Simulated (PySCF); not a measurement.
**CH4Si (SMILES C=[SiH2]): CCSDT/STO-3G**

Aim: the vertical singlet–triplet gap of CH4Si at CCSDT/STO-3G, from 2 runs. Input form: a Python script.

Program for the calculation: PySCF 2.14.0.

5 further runs of the same task are left out: 5 set aside as unsound or not needed.

### 1 The system as given

CH4Si: 6 atoms, total charge 0, spin state singlet. As SMILES, `C=[SiH2]`. Geometry: relaxed at GFN2-xTB.

Bond lengths: C1–Si2 1.748 Å, C1–H3 1.077 Å, C1–H4 1.077 Å, Si2–H5 1.458 Å, Si2–H6 1.458 Å. Angles: C1–Si2–H5 124.5°, C1–Si2–H6 124.6°, Si2–C1–H3 122.4°, Si2–C1–H4 122.5°, H5–Si2–H6 110.9°, H3–C1–H4 115.0°.

### 2 The energy at CCSDT/STO-3G

The input, geometry.xyz:

```xyz
6

C     -0.738690    -0.547160    -0.265100
Si     0.611270     0.451760     0.218260
H     -1.408510    -0.996610     0.448130
H     -0.962920    -0.758160    -1.296740
H      0.952980     0.765970     1.600750
H      1.545870     1.084200    -0.705300
```

The input, job.py:

```python
from pyscf import gto, scf, cc

mol = gto.M(
    atom='geometry.xyz',
    basis='sto-3g',
    verbose=3,
    max_memory=1860,
    spin=0,
)

myscf = scf.RHF(mol)
myscf.conv_tol = 1e-10
myscf.kernel()
if not myscf.converged:
    myscf = myscf.newton().run(myscf.mo_coeff, myscf.mo_occ)

mycc = cc.CCSDT(myscf, frozen=6)
mycc.kernel()
energy = mycc.e_tot
print('E = %.10f Eh' % energy)
```

The run is started by

```sh
$ OMP_NUM_THREADS=1 python job.py
```

Standard output:

```text
converged SCF energy = -325.214062166406
_make_eris_incore_RCCSDT

WARN: A large `blksize` is being used, which may cause large memory consumption
      for storing contraction intermediates. If memory is sufficient, consider using
      `pyscf.cc.rccsdt_highm.RCCSDT` instead.

WARN: A large `blksize_oovv` is being used, which may cause large memory consumption
      for storing contraction intermediates. If memory is sufficient, consider using
      `pyscf.cc.rccsdt_highm.RCCSDT` instead.

WARN: A large `blksize_oooo` is being used, which may cause large memory consumption
      for storing contraction intermediates. If memory is sufficient, consider using
      `pyscf.cc.rccsdt_highm.RCCSDT` instead.

RCCSDT converged
E(RCCSDT) = -325.37821820096   E_corr = -0.164156034554217
E_corr(same-spin) = -0.00912395749585025
E_corr(oppo-spin) = -0.155032077058367
E = -325.3782182010 Eh
```

Run time: 0.72 s. Hardware: 1 thread of Arm Neoverse V2, shared host; peak memory 0.11 GiB.

### 3 The triplet, same level

The input, input.py:

```python
from pyscf import gto, cc

molecule = gto.M(
    atom=[
    ('C', (-0.738690, -0.547160, -0.265100)),
    ('Si', (0.611270, 0.451760, 0.218260)),
    ('H', (-1.408510, -0.996610, 0.448130)),
    ('H', (-0.962920, -0.758160, -1.296740)),
    ('H', (0.952980, 0.765970, 1.600750)),
    ('H', (1.545870, 1.084200, -0.705300)),
],
    verbose=3,
    max_memory=1860,
    charge=0,
    basis='sto-3g',
    spin=2,
)

calc0 = molecule.UHF()
calc0.conv_tol = 1e-10
calc0.kernel()
if not calc0.converged:
    calc0 = calc0.newton().run(calc0.mo_coeff, calc0.mo_occ)

mycc = cc.CCSDT(calc0, frozen=6)
mycc.kernel()
e_tot = mycc.e_tot
print('Final energy', e_tot)
```

The run is started by

```sh
$ OMP_NUM_THREADS=1 python input.py
```

Standard output:

```text
WARN: HOMO 0.138366995252622 >= LUMO -0.134539954444881

converged SCF energy = -325.171387420115  <S^2> = 2.0279055  2S+1 = 3.0185463
_make_eris_incore_UCCSDT

WARN: A large `blksize_v_aaa` is being used, which may cause large memory consumption
      for storing contraction intermediates. If memory is sufficient, consider using
      `pyscf.cc.uccsdt_highm.UCCSDT` instead.

WARN: A large `blksize_v_aab` is being used, which may cause large memory consumption
      for storing contraction intermediates. If memory is sufficient, consider using
      `pyscf.cc.uccsdt_highm.UCCSDT` instead.

UCCSDT converged
E(UCCSDT) = -325.2692472220579   E_corr = -0.09785980194255321
E_corr(same-spin) = -0.00352500970213873
E_corr(oppo-spin) = -0.0943347922404145
Final energy -325.2692472220579
```

Wall time 1.3 s (1 thread of Arm Neoverse V2, shared host); peak memory 0.12 GiB.

### 4 Results

Level: CCSDT/STO-3G, 6 core orbitals frozen.

| quantity | value |
| --- | --- |
| singlet: total energy | -325.37822 Eh |
| singlet: dipole moment (Hartree–Fock density) | 1.13 D |
| singlet: HOMO energy (Hartree–Fock orbitals) | -5.50 eV |
| singlet: LUMO energy (Hartree–Fock orbitals) | 7.26 eV |
| singlet: HOMO–LUMO gap (Hartree–Fock orbitals) | 12.77 eV |
| singlet: correlation energy (6 core orbitals frozen) | -164.2 mEh |
| singlet: T1 diagnostic | 0.015 |
| triplet: total energy | -325.26925 Eh |
| triplet: dipole moment (Hartree–Fock density) | 0.33 D |
| triplet: HOMO energy (Hartree–Fock orbitals) (highest over α and β) | -3.64 eV |
| triplet: LUMO energy (Hartree–Fock orbitals) (lowest over α and β) | 6.20 eV |
| triplet: correlation energy (6 core orbitals frozen) | -97.9 mEh |
| triplet: ⟨S²⟩ of the reference determinant | 2.028 |
| triplet: T1 diagnostic | 0.006 |
| vertical energy of the triplet above the singlet | 2.965 eV |

At this shape the triplet lies 2.97 eV (68 kcal/mol) above the singlet. In a minimal basis such a difference can be off by several eV, whatever the method. Mulliken charges (singlet) of the mean-field density run from -0.38 on C1 to +0.59 on Si2; they depend strongly on the basis.
